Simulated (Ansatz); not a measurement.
## Rock-salt HfC

Calculation: PBE in Ansatz (PAW).

Run with plane-wave cutoff 520 eV, 24×24×24 k mesh, Fermi–Dirac smearing 0.065 eV (set by the program), scalar-relativistic PAW data made under PBE.

Cell (relaxed at this level):

```
CELL_PARAMETERS angstrom
      0.00000     2.32557     2.32557
      2.32557     0.00000     2.32557
      2.32557     2.32557     0.00000
ATOMIC_POSITIONS crystal
  Hf 0.00000 0.00000 0.00000
  C  0.50000 0.50000 0.50000
```

| Property | Value |
|---|---|
| elastic constant C11 | 497 GPa |
| elastic constant C12 | 102 GPa |
| elastic constant C44 | 171 GPa |
| Voigt–Reuss–Hill bulk modulus | 234 GPa |
| Voigt–Reuss–Hill shear modulus (Hill average) | 181 GPa |
| Young modulus | 432 GPa |
| Poisson ratio | 0.192 |

Measured, for comparison: elastic constant C11 500 GPa, elastic constant C44 180 GPa (temperature not stated, no zero-point or thermal correction; as tabulated in Wu et al. (2005), arXiv:cond-mat/0412374). Computed (rounded) less measured: elastic constant C11 -0.6 %, elastic constant C44 -5 %.

Elastic constants are with the ions relaxed.

Spin–orbit coupling is not included.

Ansatz is a first-principles code.
